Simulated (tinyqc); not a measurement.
Inside a calculation. Method: Pariser-Parr-Pople SCF with singles CI, for the molecule c1cscn1 (SMILES; centres numbered as the heavy atoms are written). One step of it, computed by the program tinyqc.

Task: Iteration 1: Fock matrix. F_rr = H_rr + P_rr gamma_rr / 2 + sum_(s != r) P_ss gamma_rs; F_rs = H_rs - P_rs gamma_rs / 2; E = tr P (H + F) / 2 + core repulsion sum_(r<s) z_r z_s gamma_rs.

P at the start:
```
           1C         2C         3S         4C         5N
1C   1.187430   0.661392  -0.267348  -0.225554   0.636460
2C   0.661392   1.195339   0.637484  -0.261587  -0.222688
3S  -0.267348   0.637484   1.250070   0.627646  -0.256252
4C  -0.225554  -0.261587   0.627646   1.193244   0.670385
5N   0.636460  -0.222688  -0.256252   0.670385   1.173917
```

core matrix H (eV):
```
            1C          2C          3S          4C          5N
1C  -43.210670   -2.390000    0.000000    0.000000   -2.510000
2C   -2.390000  -45.475094   -2.020000    0.000000    0.000000
3S    0.000000   -2.020000  -48.960050   -2.020000    0.000000
4C    0.000000    0.000000   -2.020000  -45.585125   -2.510000
5N   -2.510000    0.000000    0.000000   -2.510000  -46.503912
```

repulsion gamma_rs (eV):
```
           1C         2C         3S         4C         5N
1C  11.130000   7.552804   5.624616   5.520570   7.728064
2C   7.552804  11.130000   7.828316   5.519866   5.585792
3S   5.624616   7.828316  13.000000   7.827217   5.679901
4C   5.520570   5.519866   7.827217  11.130000   7.730255
5N   7.728064   5.585792   5.679901   7.730255  12.300000
```

Centres (angstrom, eV; a flat drawing with bonds scaled to 1.40 angstrom):
```
centre          x          y  core charge z          W   gamma_rr
1C       1.191000   0.000000              1  11.160000  11.130000
2C       0.368000   1.133000              1  11.160000  11.130000
3S      -0.963000   0.700000              2  22.000000  13.000000
4C      -0.963000  -0.700000              1  11.160000  11.130000
5N       0.368000  -1.133000              1  14.100000  12.300000
```

Give: F; pi energy.

Result:

F (eV):
```
         1C       2C       3S       4C       5N
1C  -4.8838  -4.8877   0.7519   0.6226  -4.9693
2C  -4.8877  -6.9249  -4.5152   0.7220   0.6219
3S   0.7519  -4.5152  -8.7908  -4.4764   0.7277
4C   0.6226   0.7220  -4.4764  -6.9321  -5.1011
5N  -4.9693   0.6219   0.7277  -5.1011  -7.1065
```

pi energy = -88.9859 eV
